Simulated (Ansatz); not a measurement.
Rock-salt TiC was calculated with LC-ωPBE in Ansatz (plane waves, PAW).

Run with plane-wave cutoff 460 eV, 12×12×12 k mesh, Fermi–Dirac smearing 0.05 eV, no spin polarisation, scalar-relativistic PAW data made under PBE.

Energies at three volumes about the minimum:

| V (Å³/atom) | E − E_lowest (meV/atom) |
|---|---|
| 9.540 | 6.94 |
| 9.784 | 0.00 |
| 9.940 | 1.72 |

Problem. Fit a parabola by hand: where is the minimum, what lattice constant follows, and what is the bulk modulus?

Solution. Slopes: (0.00 − 6.94)/(9.784 − 9.540) = -28.443 and (1.72 − 0.00)/(9.940 − 9.784) = 11.026 meV/Å³. Curvature E″ = 2 × (11.026 − (-28.443))/(9.940 − 9.540) = 197.345 meV/Å⁶. From the middle of the first interval, the slope vanishes at V0 = 9.6620 − (-28.443)/197.345 = 9.806 Å³/atom. B = V0 E″ = 9.806 × 197.345 meV/Å³ × 0.1602 GPa per meV/Å³ = 310 GPa. With 8 atoms in the cube, a = (8 × 9.806)^(1/3) = 4.281 Å. The full Birch–Murnaghan fit to all volumes gives V0 = 9.803 Å³/atom and B0 = 302 GPa.

Measured, for comparison: bulk modulus 240 GPa (temperature not stated, not corrected to a static lattice, our sources range from 235 to 268; as tabulated in Krasnenko and Brik (2013), arXiv:1306.3139); lattice constant a 4.33 Å (temperature not stated, not corrected to a static lattice; as tabulated in Zhang et al. (2018), doi:10.1088/1367-2630/aac7f0). Computed (rounded) less measured: bulk modulus not scored (sources differ).

Ansatz is a first-principles code.
